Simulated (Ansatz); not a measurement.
```yaml
crystal:
  periodic: [false, false, false]
  atoms:
    - {symbol: O, position_ang: [0.000000, 0.000000, -1.692696]}
    - {symbol: Si, position_ang: [0.000000, 0.000000, -0.188054]}
    - {symbol: P, position_ang: [0.000000, 0.000000, 1.880750]}
basis:
  gaussian: {orbitals: def2-TZVP}
magnetization: {spin_polarized: true, initial_magnetization: 1}
hamiltonian: {xc: pbe0}
relax: {f_tol: 0.004, max_steps: 80}
```

```sh
$ ansatz run in.yaml --threads 1 --pin off --events-out ev --progress --plain --max-ram 2176MiB
```

Steps of the relaxation (energy above the last step; positions in Å, forces in eV/Å):

```
3
step 1, 2.6 meV
O     0.000    0.000   -1.693    0.000    0.000   -0.408
Si    0.000    0.000   -0.188    0.000    0.000    0.622
P     0.000    0.000    1.881    0.000    0.000   -0.214
```

```
3
step 2, 0.4 meV
O     0.000    0.000   -1.691    0.000    0.000   -0.206
Si    0.000    0.000   -0.183    0.000    0.000    0.202
P     0.000    0.000    1.874    0.000    0.000    0.003
```

```
3
step 3, 0.0 meV
O     0.000    0.000   -1.694    0.000    0.000   -0.003
Si    0.000    0.000   -0.182    0.000    0.000    0.003
P     0.000    0.000    1.876    0.000    0.000    0.000
```

Close pairs at the end: O1–Si2 1.512 Å, Si2–P3 2.058 Å.

A stationary point of unrestricted PBE0 after 3 steps, with ⟨S²⟩ = 0.756 against 0.75 for a pure state; no frequencies were run, so it isn't proven a minimum. 7.5 s on 1 thread of Intel Xeon 6975P-C, shared host.
